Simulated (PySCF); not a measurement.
Compound: 1-hexene, C₆H₁₂.
Bonds: C1–C2 (double), C2–C3, C3–C4, C4–C5, C5–C6. Hydrogens: H7, H8 on C1; H9 on C2; H10, H11 on C3; H12, H13 on C4; H14, H15 on C5; H16, H17, H18 on C6.

The calculation used core-valence-separated Tamm–Dancoff BHandHLYP/aug-pcX-1 (pcseg-1 on H) in PySCF, non-relativistic, gas phase, PBE0-D3(BJ)/def2-SVP geometry.

Computed carbon K-edge spectrum, Gaussian lines of 0.6 eV full width, highest printed point 100; it ends one width below the last computed root. BHandHLYP without relativity tends to put these K edges a few eV too low, so spacings mean more than positions.

photon energy (eV), absorption and a bar:
```
    281.9          1 
    282.0          2 #
    282.1          5 ##
    282.2         12 ###
    282.3         22 #######
    282.4         36 ###########
    282.5         51 ###############
    282.6         61 ##################
    282.7         63 ###################
    282.8         56 #################
    282.9         42 #############
    283.0         28 ########
    283.1         15 #####
    283.2          7 ##
    283.3          3 #
    283.4          1 
    283.5          0 
    283.6          0 
    283.7          0 
    283.8          0 
    283.9          0 
    284.0          0 
    284.1          0 
    284.2          0 
    284.3          0 
    284.4          0 
    284.5          0 
    284.6          0 
    284.7          0 
    284.8          1 
    284.9          2 #
    285.0          5 #
    285.1          8 ##
    285.2         13 ####
    285.3         21 ######
    285.4         30 #########
    285.5         42 #############
    285.6         56 #################
    285.7         72 ######################
    285.8         87 ##########################
    285.9         98 #############################
    286.0        100 ##############################
    286.1         92 ############################
    286.2         75 #######################
    286.3         56 #################
    286.4         39 ############
    286.5         27 ########
```

Q: Assign the maxima to core holes.

A: 2 maxima:
- 282.7 eV: C2 (alkene CH carbon), 282.68 eV, f = 0.070, 1s→π*, 57 % of the height at the exact maximum; C1 (terminal =CH2 carbon), 282.65 eV, f = 0.052, 1s→π*, 43 % of the height at the exact maximum
- 286.0 eV: C6 (methyl carbon), 286.01 eV, f = 0.042, 21 % of the height at the exact maximum; C1 (terminal =CH2 carbon), 285.99 eV, f = 0.029, 15 % of the height at the exact maximum; C6 (methyl carbon), 285.95 eV, f = 0.026, 14 % of the height at the exact maximum; C3 (allylic carbon), 286.12 eV, f = 0.030, 13 % of the height at the exact maximum

Further lines of some strength in the range: C6, 285.26 eV, f = 0.008; C5, 285.52 eV, f = 0.016; C1, 285.61 eV, f = 0.009; C3, 285.61 eV, f = 0.009; C4, 285.67 eV, f = 0.018.

Roots within 0.03 eV on the same or equivalent atoms count as one line; shares under 12 % aren't listed.

Vibrational structure and lifetime widths aren't in the curve. The ionisation threshold wasn't computed; near and above it a finite basis only mimics Rydberg series and continuum.

The run took about 50 s of CPU time (one thread, shared machine).

Conformer computed: `[CH2:1]=[CH:2][CH2:3][CH2:4][CH2:5][CH3:6]`: C1–C2–C3–C4 -118°, C2–C3–C4–C5 -179°, C3–C4–C5–C6 180°.

One conformer stands for the species.
